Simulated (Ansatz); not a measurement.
Results of r²SCAN in Ansatz (PAW) for fcc Au.

Input file:

Ansatz 0.2 input:
```yaml
crystal:
  lattice:
    - [0.0, 2.0393, 2.0393]
    - [2.0393, 0.0, 2.0393]
    - [2.0393, 2.0393, 0.0]
  atoms:
    - { symbol: Au, position: [0.0, 0.0, 0.0] }
basis:
  ecutwfc: 560
  ecutrho_ratio: 4
  xc_grid: 3
kpoints:
  mp_grid: { grid: [24, 24, 24] }
hamiltonian:
  xc: r2scan
  dispersion: none
  pseudopotentials: { kind: paw }
scf:
  occupations: { method: fermi_dirac, width: 0.05 }
  convergence: { dr2_threshold: 0.0000000001 }
output:
  forces: false
  stress: true
  eigenvalues: true
```

Excerpt of the program's output:

```
Crystal: 1 atoms, lattice volume = 16.962 Å³
Basis set: ecut = 560 eV, 531 PW (Γ), exchange–correlation on 72×72×72 points (27 copies of the dense FFT grid, shifted against one another)
Bands: 14, of which v1, the nominal top of the filled ones, is band 10 counted from 1 (9 counted from 0)
Symmetry: 48 space group operations
Space group: Fm-3m (ITA 225), of the structure as read, at distance tolerance 2.6e-5 Å
k-points: 413 of 13824
Functional: x = r2scan, c = r2scan; τ floored in thin density (d = 2e-4 eV/Å³)
SCF iter   1: F=—  HF=-13163.508493 eV  |F-HF|=—  |Δ(HF+E_count)|=         —  Δρ=1.49e-2  dr2=3.78e-2  dr2_τ=3.05e-3
SCF iter   2: F=—  HF=-13163.500476 eV  |F-HF|=—  |Δ(HF+E_count)|=   8.02e-3  Δρ=6.19e-3  dr2=5.96e-3  dr2_τ=1.05e-3
  ...
SCF iter   6: F=—  HF=-13163.500929 eV  |F-HF|=—  |Δ(HF+E_count)|=   4.44e-6  Δρ=7.32e-6  dr2=7.33e-9  dr2_τ=2.45e-10
SCF iter   7: F=-13163.500929 eV  HF=-13163.500929 eV  |F-HF|=9.09e-12  |Δ(HF+E_count)|=  4.09e-10  Δρ=5.96e-7  dr2=3.08e-11  dr2_τ=1.13e-11
SCF 1 converged in 7 iterations: F = -13163.500929 eV  dr2 = 3.08e-11
SCF converged after 7 iterations
Free energy (F): -13163.500929 eV
Internal energy: -13163.498986 eV  (E = F + TS)
E sigma→0 (E₀):  -13163.499958 eV
Fermi energy:    20.639125 eV
--- Stress (GPa, compression-positive) ---
        5.709822      -0.000000       0.000000
        0.000000       5.709822       0.000000
        0.000000       0.000000       5.709822
  P = ⅓ Tr σ = 5.7098 GPa (57.098 kbar)
```

The PAW data were made under PBE.

Note: cell and atoms aren't relaxed at this level (pressure 5.7 GPa).

It cost very roughly 13 core-seconds of CPU time.

Ansatz is an electronic-structure program.
